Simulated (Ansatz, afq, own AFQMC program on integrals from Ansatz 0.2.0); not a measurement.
**Breaking Ge2–C1 in CH₅ClGeO, singlet**

```xyz
9

C    -0.2639    1.1686   -0.3515
Ge   -0.2554   -0.6465    0.3237
O     1.3046   -1.1011    1.0279
Cl   -0.6404   -1.9528   -1.3708
H    -1.2519    1.4069   -0.7710
H    -0.0388    1.8724    0.4633
H     0.4897    1.2810   -1.1440
H    -1.2795   -0.9586    1.4178
H     2.0242   -1.1166    0.3875
```

Products: GeH2ClO (doublet; OH–GeH–Cl) and CH$_{3}$ (doublet), each relaxed with PBE0/def2-SVP like the molecule; electronic energies without zero-point terms. Determinants: RHF, UHF and UHF in that order.

Basis def2-TZVP. Noble-gas cores (and the filled d shells of Ga–Kr and In–Xe) are frozen. AFQMC by an in-house program on the Cholesky factors that Ansatz 0.2.0 writes for its CCSD(T) run. ph-AFQMC/CISD is guided by a CISD state made of CCSD amplitudes; releasing the constraint for a short imaginary time cuts its bias at the price of noise, slowly where states lie close. Uncertainties: one standard error, sampling alone. No spin–orbit coupling. The errors of all members are added in quadrature.

No full CI on the walks' own integrals is used here. The released AFQMC energy serves as the reference, which it does only where one determinant dominates, the energy is flat over the last release times and near the phaseless one (40 meV or 2 meV an electron, half that with transition metals). On small molecules, where full CI could be run and the noise was under 10 meV, such values lay within 10 meV of it in 19 cases of 20, a flattering rate, since the rule was set on those same cases; what remains of the bias isn't in the error bar. Each member takes its own surest rung, up to full CI.

Errors are counted within def2-TZVP, not against nature.

Cautions: inner d shell frozen; no relativity below Rb; no spin-orbit coupling; CH₅ClGeO (singlet): the released value is read at 0.90 1/Eh with a noise of 21 meV, more than in the cases checked (meV from the phaseless value at times in 1/Eh: 3 ± 18 at 0.21, 21 ± 24 at 0.42, 43 ± 30 at 0.63, 21 ± 21 at 0.90); GeH₂ClO (doublet): the released value is read at 1.50 1/Eh with a noise of 18 meV, more than in the cases checked (meV from the phaseless value at times in 1/Eh: -20 ± 16 at 0.24, -17 ± 13 at 0.51, 8 ± 21 at 0.99, -9 ± 18 at 1.50).

Reference (AFQMC with the constraint released): 3.559 ± 0.028 eV.

```csv
level,bond energy (eV),error against released AFQMC (eV)
HF,2.615,-0.944 ± 0.028
MP2,3.748,0.189 ± 0.028
CCSD,3.550,-0.009 ± 0.028
CCSD(T),3.619,0.061 ± 0.028
ph-AFQMC/CISD,3.588 ± 0.026,0.029 ± 0.038
```

Correlation beyond CCSD(T) takes off 0.061 ± 0.028 eV. The perturbative (T) step is worth +0.070 eV.

Released energies are given only where the last usable release times agree within the noise; a slower fall can still hide under it.
